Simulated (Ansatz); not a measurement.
Geometry optimisation, RKS LDA/def2-SVP (Ansatz).

The input (input.yaml):

```yaml
crystal:
  periodic: [false, false, false]
  atoms:
    - { symbol: B, position_ang: [0.044786, -0.250629, 0.044518] }
    - { symbol: F, position_ang: [0.062845, -0.551009, 1.326331] }
    - { symbol: Cl, position_ang: [1.523065, -0.376196, -0.865259] }
    - { symbol: H, position_ang: [-0.999262, 0.036202, -0.502793] }
    - { symbol: H, position_ang: [0.324313, 2.035144, 0.691142] }
    - { symbol: H, position_ang: [0.192752, 1.570089, 1.235261] }
basis:
  gaussian: { orbitals: def2-SVP }
hamiltonian:
  xc: lda
relax:
  f_tol: 0.03
  max_steps: 50
```

Run as:

```bash
$ ansatz run input.yaml --threads 1 --pin off --max-ram 2048MiB --backend cpu --events-out ev --progress --plain --runs-dir out
```

Question: Where does it end, and by what steps?

Answer: The run converged. The force dipped under the threshold on the way, but the program's further checks kept it going. After 13 steps the energy has fallen by 0.101 eV; H6 moved furthest, 0.40 Å.

```tsv
step	energy less start (eV)	largest force component (eV/Å)	accepted
0	0.0000	1.539	yes
1	-0.0544	0.919	yes
2	-0.0651	1.172	yes
3	-0.0820	0.749	yes
4	-0.0929	0.119	yes
5	-0.0936	0.071	yes
6	-0.0940	0.050	yes
7	-0.0946	0.175	yes
8	-0.0988	0.030	yes
9	-0.0991	0.037	yes
10	-0.1003	0.023	yes
11	-0.0841	0.563	no
12	-0.1004	0.080	yes
13	-0.1007	0.007	yes
```

```xyz
6
Properties=species:S:1:pos:R:3
B 0.029 -0.349 0.048
F 0.052 -0.840 1.262
Cl 1.518 -0.279 -0.852
H -1.022 -0.003 -0.453
H 0.518 1.992 0.648
H 0.054 1.942 1.277
```

Whether the end is a true minimum wasn't checked by a vibrational analysis.

Time of the run: 19 s on 1 thread of Intel(R) Xeon(R) Platinum 8259CL CPU @ 2.50GHz (Skylake/Cascade Lake) (shared host), peak memory 0.14 GiB.
